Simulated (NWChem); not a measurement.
Molecule: SiH4; SMILES [SiH4]

```xyz
5

Si     0.0000     0.0000     0.0000
H     -0.8572     0.8572     0.8573
H      0.8572    -0.8572     0.8573
H      0.8572     0.8572    -0.8573
H     -0.8572    -0.8572    -0.8573
```
Atoms are numbered in this order, from 1.

Geometry: optimised at PBE0-D3(BJ)/def2-TZVP.

**Question.** List the 4 lowest vertical singlet excitations from B3LYP/def2-TZVPD, TDA (NWChem).

**Answer.** 
| state | energy (eV) | oscillator strength | leading excitation (squared amplitude) |
|---|---|---|---|
| S1 | 8.87 | 0.128 | HOMO → LUMO (0.98) |
| S2 | 8.87 | 0.128 | HOMO−1 → LUMO (0.98) |
| S3 | 8.87 | 0.128 | HOMO−2 → LUMO (0.98) |
| S4 | 8.98 | 0.000 | HOMO−1 → LUMO+2 (0.41) |
